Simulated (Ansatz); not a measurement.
Born–Oppenheimer molecular dynamics of CH₇BO (10 atoms, charge 0, multiplicity 1). It starts at the highest image of a converged band. Of that band: Neighbouring images differ by up to 1.5 eV, so the band resolves the path poorly. A vibrational analysis at the climbing image gives one clearly imaginary mode, 1294i cm⁻¹: a first-order saddle point.

The calculation used RKS PBE0/def2-SVP in Ansatz 0.2.0.

```json
{
  "ensemble": "NVE (velocity Verlet)",
  "time step": "0.5 fs",
  "steps asked": "200",
  "starting velocities drawn for": "100 K",
  "seed": "8229"
}
```

First frame:

```xyz
10
Properties=species:S:1:pos:R:3
B 0.007 0.273 0.096
H 0.029 -0.410 1.278
C 1.372 0.032 -0.670
H 1.469 -1.020 -0.983
H 1.392 0.637 -1.593
H 2.271 0.285 -0.083
H -1.047 -0.039 -0.409
O -0.129 1.674 0.807
H 0.736 2.100 0.825
H -0.033 0.598 1.463
```

(1) How far do the bonds stretch over the last three quarters of this one trajectory? (Pairs bonded in most of those frames.)

Answers

(1) 
```
  bond  mean (Å)  spread (Å)  shortest  longest
 B1–C3     1.582       0.048      1.51     1.67
 B1–H7     1.220       0.028      1.16     1.28
 B1–O8     1.354       0.043      1.28     1.43
H2–H10     0.768       0.030      0.72     0.81
 C3–H4     1.103       0.011      1.08     1.12
 C3–H5     1.107       0.008      1.09     1.12
 C3–H6     1.104       0.013      1.08     1.13
 O8–H9     0.965       0.008      0.95     0.98
```

Mean temperature of the second half: 1417 K. The conserved energy stayed within 0.12 meV per atom of its start (net change 0.0063 meV per atom), so the integration is sound. The kinetic energy rose, since the run started high on the potential surface and went downhill. It ends in pieces (CH5BO + H2), so much of that is their flight and rotation, not heat. A run of 0.1 ps of so small a system gives no equilibrium averages. The orbitals stay closed-shell, which can raise the energy where a bond breaks towards radicals; this wasn't checked here.

Time of the run: 5.1 min on 1 thread of Intel(R) Xeon(R) Platinum 8488C (Sapphire Rapids) (shared host), peak memory 0.17 GiB.
